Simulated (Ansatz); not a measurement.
Hematite (α-Fe2O3)

These are PBEsol (plane waves, hard PAW; Ansatz, a program for electronic structure) values and carry that method's errors.

Run with plane-wave cutoff 930 eV, 10×10×10 k mesh, Fermi–Dirac smearing 0.05 eV, magnetic order afm++--, spin-polarised with opposed moments.

Cell (relaxed at this level):

```yaml
crystal:
  lattice:
    - [4.68741, -2.49235, -0.02176]
    - [4.68741, 2.49235, -0.02176]
    - [3.38130, 0.00000, 4.09279]
  atoms:
    - { symbol: Fe, position: [0.35205, 0.35205, 0.35205] }
    - { symbol: Fe, position: [0.14795, 0.14795, 0.14795] }
    - { symbol: Fe, position: [0.64795, 0.64795, 0.64795] }
    - { symbol: Fe, position: [0.85205, 0.85205, 0.85205] }
    - { symbol: O, position: [0.55578, 0.94422, 0.25000] }
    - { symbol: O, position: [0.25000, 0.55578, 0.94422] }
    - { symbol: O, position: [0.94422, 0.25000, 0.55578] }
    - { symbol: O, position: [0.44423, 0.05577, 0.75000] }
    - { symbol: O, position: [0.75000, 0.44423, 0.05577] }
    - { symbol: O, position: [0.05577, 0.75000, 0.44423] }
```

| Property | Value |
|---|---|
| magnetic moment (largest site, within a sphere) | 3.15 μB |
| band gap | none |

Measured, for comparison: band gap 2.6 eV (temperature not stated, not corrected to a static lattice, photoemission and inverse photoemission; as tabulated in Parkinson (2016), arXiv:1602.06774). Computed (rounded) less measured: band gap -2.60 eV.

Moments are spin moments.

The computed numbers hold no vibrational or temperature effects.

Cost on a shared machine: around 30 core-minutes (rough).
